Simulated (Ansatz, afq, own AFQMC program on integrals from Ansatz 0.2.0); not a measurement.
Two steps: Ansatz 0.2.0 writes the Fock matrix and Cholesky factors of the valence space, and afq projects on them the lowest state that overlaps trial and start.

```yaml
crystal:
  periodic: [false, false, false]
  atoms:
    - {symbol: Si, position_ang: [0.000000, 0.000000, 0.000000]}
    - {symbol: H, position_ang: [-0.011166, 1.090859, 1.083779]}
    - {symbol: H, position_ang: [-0.016843, -1.083830, 1.090736]}
    - {symbol: H, position_ang: [0.016843, 1.083830, -1.090736]}
    - {symbol: H, position_ang: [0.011166, -1.090859, -1.083779]}
basis:
  gaussian: {orbitals: 6-31G}
total_charge: 1
magnetization: {spin_polarized: true, initial_magnetization: 1}
correlation: {method: ccsd_t, electrons: outside_noble_gas, hamiltonian_folder: ham}
```

```sh
$ ansatz run in.yaml --threads 1 --pin off --events-out ev --progress --plain --max-ram 1843MiB
```

afq runs on the folder ham with

```
--method phaseless --trial hf --walkers 400 --populations 1 --least-time 40 --time-step 0.005 --steps-per-block 20 --equilibration-blocks 112 --max-blocks 600 --target-error 0.0009600 --factor-cut 1e-05 --start spin_pure --seed 6824 --taylor-order 6
```

Times are imaginary, in 1/Eh. The walk had a cap of 521 s.

Log:

```
orbitals 16  electrons 4 3  factors 107 of 268
reference energy -290.72822165 Eh
CCSD correlation -0.07553616 Eh in 10 cycles, weight of the determinant in the CISD state 0.9335
energy of the start -290.729914 Eh
 block  time / (1/Eh)  mean weight  energy / Eh
     1     0.100  1.0003  -290.740072
     2     0.200  0.9997  -290.749182
     3     0.300  1.0004  -290.755679
     4     0.400  1.0009  -290.761000
     5     0.500  1.0004  -290.764789
     8     0.800  1.0001  -290.775727
    13     1.300  1.0006  -290.791957
    49     4.900  1.0000  -290.806183
    85     8.500  1.0004  -290.803394
   121    12.100  1.0001  -290.806429
   157    15.700  1.0000  -290.799906
   193    19.300  1.0000  -290.797624
   229    22.900  0.9998  -290.804112
   241    24.100  1.0000  -290.811250
   265    26.500  1.0004  -290.811149
   301    30.100  1.0002  -290.798808
   337    33.700  0.9999  -290.805785
   373    37.300  0.9997  -290.803050
   409    40.900  1.0006  -290.801945
   445    44.500  0.9998  -290.807467
   481    48.100  1.0007  -290.800331
   505    50.500  1.0002  -290.804455
blocks merged  error / Eh  count
     1  0.000172  400
     2  0.000232  200
     4  0.000310  100
     8  0.000397  50
    16  0.000472  25
    32  0.000607  12
energy -290.804077 +/- 0.000472 Eh
(rows thinned)
```

The run passed its tests (sampling time, drift between the halves within three errors, error under three times the target), which doesn't prove that it has relaxed.

Against this walk (error 12.8 meV) on the same determinant: CCSD(T) 20.3 meV lower (within the noise), CCSDT(Q) 36.8 meV lower, CCSDTQ 36.9 meV lower, full CI 36.9 meV lower, a separate phaseless walk with a CISD trial and standard settings 33.7 ± 13.0 meV lower. The error is statistical and leaves out the bias of the constraint.

Cautions: constraint bias not in the error; unrestricted determinant slightly spin contaminated (⟨S²⟩ 0.81 against 0.75).

The walk took 110 s on 1 thread of Arm Neoverse V2, on a shared host. The log's last line is the phaseless energy.

CCSDT and higher add their correlation energy to the determinant of the CCSD(T) run, since their own runs factorise the integrals more tightly (a shift of under 2 meV). A walk keeps the symmetry of its determinant, which the program's search chose and which needn't be the lowest solution, so a lower state of the same spin and another symmetry isn't excluded.
